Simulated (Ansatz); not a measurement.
The same path of CH$_{5}$BF (8 atoms, charge 0, multiplicity 2) was run twice with different band settings. Lost on the way: B1–H2, B1–F8. Made: H2–F8.

Theory: UKS PBE0/def2-SVP in Ansatz.

Relaxed end points:

```xyz
8
Properties=species:S:1:pos:R:3
B 0.170 0.086 0.431
H -0.371 -1.049 0.782
C 1.411 0.047 -0.522
H 1.385 -0.797 -1.227
H 1.478 0.979 -1.109
H 2.345 -0.021 0.060
H -0.988 -0.266 -0.059
F 0.045 1.021 1.393
```

```xyz
8
Properties=species:S:1:pos:R:3
B 0.054 -0.389 -0.085
H -0.172 -0.270 1.790
C 1.443 -0.007 -0.644
H 1.597 -0.654 -1.529
H 1.474 1.034 -1.009
H 2.289 -0.175 0.039
H -1.047 -0.219 -0.545
F -0.165 0.679 1.732
```

Common settings: movable images 5; climbing image yes; spring 5.0 eV/Å²; optimiser quadratic models (default); force threshold 0.05 eV/Å; iteration limit 60; end points relaxed.

| run | start path |
| --- | --- |
| 1 | through a guess of the saddle point |
| 2 | straight line |

(1) What does each run give, and how far can it be trusted?

## Answers

(1) Run 1: converged after 27 iterations, highest image 1.834 eV above the first end. A vibrational analysis at the climbing image gives one clearly imaginary mode, 487i cm⁻¹: a first-order saddle point.
Run 2: converged after 8 iterations, highest image 1.834 eV above the first end. Another band between the same ends (5 images) ends at a top of the same energy, where a vibrational analysis finds 1 clearly imaginary mode.
